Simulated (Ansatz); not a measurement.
`C#CCS` + H₂ → `C#CC` + H₂S at 298.15 K and 1 bar (hydrogenolysis of a C–S bond).

Isolated molecules relaxed with PBE0-D4/def2-TZVP in Ansatz; ΔE leaves out vibrations. CBS: MP2 limit from def2 TZ/QZ plus the TZ coupled-cluster correction, frozen cores. This one scheme is used for every species. One conformer a species, not always the lowest.

```json
{"species": "`C#CCS`", "CCSD(T)/CBS energy (Eh)": "-514.26138", "H − E (kJ/mol)": "163.2", "S (J/(mol·K))": "300.4"}
{"species": "H₂", "CCSD(T)/CBS energy (Eh)": "-1.17544", "H − E (kJ/mol)": "35.1", "S (J/(mol·K))": "130.4"}
{"species": "`C#CC`", "CCSD(T)/CBS energy (Eh)": "-116.49627", "H − E (kJ/mol)": "159.2", "S (J/(mol·K))": "246.7"}
{"species": "H₂S", "CCSD(T)/CBS energy (Eh)": "-398.97279", "H − E (kJ/mol)": "49.9", "S (J/(mol·K))": "205.7"}
```

H − E and S are ideal-gas, rigid-rotor, harmonic terms from PBE0-D4/def2-TZVP, for one conformer and one mirror image of each species. The MP2-based limit puts H₂ 0.8 mEh under its directly extrapolated value; such offsets cancel only in part. 1 Eh = 2625.50 kJ/mol, R = 8.31446 J/(mol·K).

Problem. By hand: ΔE, ΔH, ΔS and ΔG.

Solution. ΔE = (-116.49627) + (-398.97279) − (-514.26138) − (-1.17544) = -0.03224 Eh = -84.6 kJ/mol. Δ(H − E) = 159.2 + 49.9 − 163.2 − 35.1 = 10.8, so ΔH = -73.8 kJ/mol. ΔS = 246.7 + 205.7 − 300.4 − 130.4 = 21.6 J/(mol·K). ΔG = -73.8 − 298.15 × (21.6)/1000 = -80.2 kJ/mol.

Problem. By hand: the equilibrium constant, and the temperature at which ΔG would vanish if ΔH and ΔS stayed fixed.

Solution. log₁₀ K = −ΔG/(RT ln 10) = 14.1. ΔH and −TΔS have one sign here, so there is no such temperature.

ΔH outweighs TΔS. A doubt of 5 kJ/mol in ΔE shifts log₁₀ K by 0.9 here. Other conformers and mirror images would add mixing entropy, several J/(mol·K) or more a flexible species. These are equilibria of isolated gas molecules and say nothing of rates. Largest T1 diagnostic: 0.011 (customary marks: 0.02 for closed shells, 0.045 for open ones).
